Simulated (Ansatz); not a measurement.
System: NO, charge 1, singlet. NO+ (parent SMILES [N]=O, singlet).
B3LYP-D3(BJ)/def2-TZVP minimum from Ansatz (a program for electronic structure):
```
N
O 1 1.0564
```
Charge +1, spin multiplicity 1.

Hartree-Fock and CCSD correlation energies in hartree (Ansatz). UHF or UKS for unpaired electrons; spin-orbit terms are left out. Cores are frozen in correlated methods. No relativity.

| basis | X | E(HF) | E(corr, CCSD) |
|---|---|---|---|
| cc-pVTZ | 3 | -128.96674 | -0.39719 |
| cc-pVQZ | 4 | -128.97690 | -0.42016 |
| cc-pV5Z | 5 | -128.97913 | withheld |

Fit E(corr) = E∞ + A/X³ to X = 3 and 4, predict X = 5, and compare with the run.

A = (-0.39719 - (-0.42016))/(1/27 - 1/64) = 1.0728; E∞ = -0.42016 - A/64 = -0.43692; at X = 5, E∞ + A/125 = -0.42834. The run gave -0.42839, 0.05 mEh below the prediction. The same form on X = 4 and 5 gives E∞ = -0.43702, 0.10 mEh below the first estimate.
